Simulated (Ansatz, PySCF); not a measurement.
C2H5O, charge -1, multiplicity 1. Atoms are numbered in the order given.

```xyz
8

C     -0.2057    -1.1791     0.0000
C      0.4858     0.2123     0.0000
O     -0.3627     1.2477     0.0000
H      0.5269    -2.0128     0.0000
H     -0.8503    -1.2702    -0.8913
H     -0.8503    -1.2702     0.8913
H      1.1972     0.1865     0.8901
H      1.1972     0.1865    -0.8901
```
Charge -1, spin multiplicity 1.

The structure is a stationary point at ωB97X-D3(BJ)/def2-SVPD. The spin state was assumed, not searched. The isomer is the one that the SMILES or the coordinates give; other isomers of the formula were not compared.

Estimates of the vertical detachment energy (IE) of the anion in eV. Rows of orbital energies are one-electron estimates, which approximate functionals can put far too low.

```
level                                                             IE
-------------------------------------------------------------  -----
−ε(HOMO), −ε(LUMO), ωB97X/def2-TZVPD (PySCF)                    1.95
−ε(HOMO), −ε(LUMO), PBE/def2-TZVPD (PySCF)                     -1.61
ΔSCF, PBE0/def2-SVPD (Ansatz), final states of multiplicity 2   1.64
ΔSCF, PBE/def2-SVPD (Ansatz), final states of multiplicity 2    1.82
```

Problem. What vertical singlet–triplet gap does ΔSCF give with PBE0/def2-SVPD (Ansatz, a program for electronic structure) and with PBE/def2-SVPD (Ansatz)? (The exact figures need the calculation; the answer reports its results.)

Solution. 3.53 and 3.53 eV (triplet above singlet where positive).
